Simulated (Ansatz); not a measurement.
# C3H: the cost of one run

Program: Ansatz 0.2.0. Level of theory: the levels named in each step. These are calculated values, not measurements.

## Step 1: Starting point

Bond lengths: C1–C2 1.318 Å, C2–C3 1.244 Å, C3–H4 1.053 Å. Angles: C1–C2–C3 180.0°, C2–C3–H4 180.0°.

As a file:

```xyz
4

C     0.0000    0.0000   -1.8734
C     0.0000    0.0000   -0.5557
C     0.0000    0.0000    0.6883
H     0.0000    0.0000    1.7408
```

## Step 2: A rough first relaxation, PBE-D4/def2-SVP

Input file input.yaml:

```yaml
crystal:
  periodic: [false, false, false]
  atoms:
    - { symbol: C, position_ang: [0.0, 0.0, -1.87338] }
    - { symbol: C, position_ang: [0.0, 0.0, -0.5557] }
    - { symbol: C, position_ang: [0.0, 0.0, 0.68829] }
    - { symbol: H, position_ang: [0.0, 0.0, 1.74079] }
magnetization:
  spin_polarized: true
  initial_magnetization: 1
basis:
  gaussian: { orbitals: def2-SVP }
hamiltonian:
  xc: pbe
  dispersion: d4
relax:
  f_tol: 0.03
  max_steps: 200
```

Command:

```sh
$ ansatz run input.yaml --threads 4 --pin off --max-ram 10240MiB --backend cpu --events-out ev --progress --plain --runs-dir out
```

Q: Estimate wall time and peak memory on 4 threads of Intel Xeon at 2.50GHz (Skylake/Cascade Lake), shared host.

About 14 s, with a peak of 0.11 GiB.
